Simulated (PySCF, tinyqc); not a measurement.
Ways to converge the cycle: SCF convergence aids in the sto-3g basis, for BH, spin multiplicity 1. Computed by the program tinyqc with PySCF. RHF with one setting changed at a time; a run stops when the energy changes by less than 1e-09 hartree and the error matrix is below 1e-5. The start is the core Hamiltonian. Damping d keeps d of the old density; a shift (hartree) raises the virtual levels; DIIS n extrapolates F over n matrices.

Geometry (angstrom):
```
atom       x       y       z
B     0.0000  0.0000  0.0000
H     0.0000  0.0000  1.8280
```

lowest restricted solution found by these runs and by PySCF = -24.651293 hartree

Largest element of the error matrix X^T (FDS - SDF) X:
```
iteration    plain  damping 0.3  damping 0.6  shift 0.4   DIIS 3   DIIS 8
1          3.5e-01      3.5e-01      3.5e-01    3.5e-01  3.5e-01  3.5e-01
2          2.5e-01      1.0e-01      2.1e-01    3.8e-01  2.5e-01  2.5e-01
3          5.0e-02      6.1e-02      1.2e-01    1.3e-01  6.0e-02  6.0e-02
4          1.3e-02      3.5e-02      7.3e-02    4.3e-02  4.2e-03  4.2e-03
5          4.3e-03      2.0e-02      5.3e-02    1.4e-02  9.4e-04  1.4e-03
6          1.4e-03      1.1e-02      3.8e-02    4.7e-03  3.7e-05  6.9e-05
8          1.6e-04      3.0e-03      2.0e-02    5.2e-04  1.4e-09  7.3e-07
10         1.8e-05      8.7e-04      1.1e-02    8.2e-05        -        -
14               -      7.1e-05      3.4e-03    8.0e-06        -        -
20               -      1.6e-06      5.5e-04          -        -        -
30               -            -      2.5e-05          -        -        -
```

How each run ends:
```
run          iterations  E (hartree)         state
plain                11    -24.65129  lowest found
damping 0.3          20    -24.65129  lowest found
damping 0.6          41    -24.65129  lowest found
shift 0.4            14    -24.65129  lowest found
DIIS 3                8    -24.65129  lowest found
DIIS 8                8    -24.65129  lowest found
```

What does the comparison show, and why?

6 of 6 runs reach the lowest restricted solution found, in 8 to 41 iterations (fastest: DIIS 3, DIIS 8). Plain steps already contract here, so damping only slows them. DIIS 3 and DIIS 8 gain by cancelling the error over several earlier matrices, much as a quasi-Newton step does. The restricted reference is unstable here: a spin-polarised solution lies 0.0087 hartree lower (PySCF), so results built on it describe a poor reference.
